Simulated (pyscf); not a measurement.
A first-order saddle from PySCF, ωB97X-D3(BJ)/def2-SVP:

```xyz
12

C     -0.9040     1.7044    -1.2018
C     -0.2785     0.3360    -0.9045
Zn    -1.0793    -0.5257     0.6556
H     -1.9784     1.6209    -1.4356
H     -0.8223     2.3884    -0.3406
H     -0.4234     2.2037    -2.0617
H      0.8067     0.4391    -0.7255
H     -0.3725    -0.3331    -1.7774
H     -1.2732    -1.9411     1.6496
S     -2.5635     0.2816     2.4778
H     -1.8878    -1.1968     2.1816
H     -1.5008     0.6616     3.2172
```

Surface: singlet, charge 0. Lowest wavenumbers (cm⁻¹): 1214i, 25, 65, 146, 224.

Task: Which two sides does it connect, and which bonds change?

Result: H₃C–CH₂–ZnH + H₂S ⇌ H₃C–CH₂–Zn–SH + hydrogen (H₂), a four-centre exchange read from left to right: H–Zn, H–S broken and S–Zn, H–H formed. At ωB97M-D3(BJ)/def2-TZVP it lies +16.2 kcal/mol from the left side and +34.9 kcal/mol from the right (each side as separated species at their lowest minima found). On the reactant side the descent ends in a complex, 6.9 kcal/mol under the separated species and 20.2 kcal/mol under the saddle at ωB97X-D3(BJ)/def2-TZVP. At ωB97X-D3(BJ) the barrier from the zero used here is 13.3 kcal/mol. One saddle was located; it need not be the lowest between these sides. Elements up to Kr have no core potential and no relativistic terms here.
